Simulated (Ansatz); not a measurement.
# CH6AlN: up Jacob's ladder to CCSD(T)

The task here is to estimate one member of a computed series from the others.

Method: functionals in def2-TZVPP, the program's frozen cores in correlated methods; program: Ansatz 0.2.0, Gaussian basis.

Levels to be run: LDA (SPW92), PBE-D4, revPBE-D4, BLYP-D4, r2SCAN-D4, B97M-V, PBE0-D4, B3LYP-D4, r2SCANh-D4, r2SCAN0-D4, HSE06-D4, BHLYP-D4, CAM-B3LYP-D4, LC-ωPBE, ωB97X-V, ωB97M-V, B2PLYP, PBE-QIDH; CCSD(T)/def2-SVP; CCSD(T)/def2-TZVPP; MP2/def2-QZVPP; extrapolation to the limit; RPA on PBE.

## Structure used throughout

An earlier PBE0-D4 in a triple-zeta def2 set relaxation fixed the geometry.

SMILES `C[NH][AlH2]`, 9 atoms, charge 0, spin multiplicity 1.

Atoms are counted from 1 here; the program's logs count them from 0.

Bond lengths: C1–N2 1.447 Å, C1–H4 1.097 Å, C1–H5 1.097 Å, C1–H6 1.093 Å, N2–Al3 1.768 Å, N2–H7 1.010 Å, Al3–H8 1.584 Å, Al3–H9 1.584 Å. Angles: N2–C1–H4 112.4°, N2–C1–H5 112.3°, N2–C1–H6 109.8°, H4–C1–H5 107.6°, H4–C1–H6 107.2°, H5–C1–H6 107.2°, C1–N2–Al3 128.6°, C1–N2–H7 111.9°, Al3–N2–H7 119.5°, N2–Al3–H8 117.5°, N2–Al3–H9 117.5°, H8–Al3–H9 125.0°.

Coordinates:

```xyz
9
charge 0, multiplicity 1
C    -0.3845    0.9347   -0.7717
N     0.3400   -0.2532   -0.3742
Al    0.3353   -1.0744    1.1909
H    -1.0748    0.7439   -1.6022
H     0.2844    1.7486   -1.0760
H    -0.9810    1.3026    0.0668
H     0.9055   -0.6191   -1.1263
H     1.2344   -2.3699    1.3397
H    -0.5709   -0.4595    2.3359
```

Set-up of the first run:

in.yaml

```yaml
crystal:
  periodic: [false, false, false]
  atoms:
    - {symbol: C, position_ang: [-0.384527, 0.934743, -0.771719]}
    - {symbol: N, position_ang: [0.340042, -0.253158, -0.374238]}
    - {symbol: Al, position_ang: [0.335324, -1.074438, 1.190863]}
    - {symbol: H, position_ang: [-1.074756, 0.743883, -1.602157]}
    - {symbol: H, position_ang: [0.284426, 1.748566, -1.076009]}
    - {symbol: H, position_ang: [-0.980989, 1.302618, 0.066780]}
    - {symbol: H, position_ang: [0.905539, -0.619060, -1.126296]}
    - {symbol: H, position_ang: [1.234404, -2.369941, 1.339694]}
    - {symbol: H, position_ang: [-0.570864, -0.459513, 2.335884]}
basis:
  gaussian: {orbitals: def2-TZVPP}
hamiltonian: {xc: lda}
output: {orbitals: {seedname: orbitals}}
```

Among the steps run: LDA; PBE-D4 (GGA); revPBE-D4 (GGA); BLYP-D4 (GGA); r2SCAN-D4 (meta-GGA); B97M-V (meta-GGA); PBE0-D4 (hybrid); B3LYP-D4 (hybrid); r2SCANh-D4 (hybrid); r2SCAN0-D4 (hybrid); HSE06-D4 (hybrid); BHLYP-D4 (hybrid); CAM-B3LYP-D4 (range-separated); LC-ωPBE-D4 (range-separated; the results give it without D4); ωB97X-V (range-separated); ωB97M-V (range-separated); B2PLYP (double hybrid); PBE-QIDH (double hybrid).

One of the session's tables, all rows but one given; the rest of the session is left out.

It belongs to the step «Orbital energies across the functionals». 

```
  functional  HOMO (eV)  gap (eV)
 LDA (SPW92)      -5.77      4.15
      PBE-D4      -5.63      4.21
   revPBE-D4          ?         ?
     BLYP-D4      -5.50      4.20
   r2SCAN-D4      -5.85      4.77
      B97M-V      -5.96      4.64
     PBE0-D4      -6.88      6.21
    B3LYP-D4      -6.67      5.79
  r2SCANh-D4      -6.32      5.50
  r2SCAN0-D4      -7.05      6.59
    HSE06-D4      -6.48      5.44
    BHLYP-D4      -8.08      8.15
CAM-B3LYP-D4      -8.27      8.51
     LC-ωPBE      -9.66     10.96
     ωB97X-V      -9.29     10.49
     ωB97M-V      -9.21     10.13
```

Estimate the missing values for revPBE-D4.

As computed: HOMO (eV): -5.57; gap (eV): 4.24. In the column «HOMO (eV)» it lies between PBE-D4 (-5.63) and BLYP-D4 (-5.50).
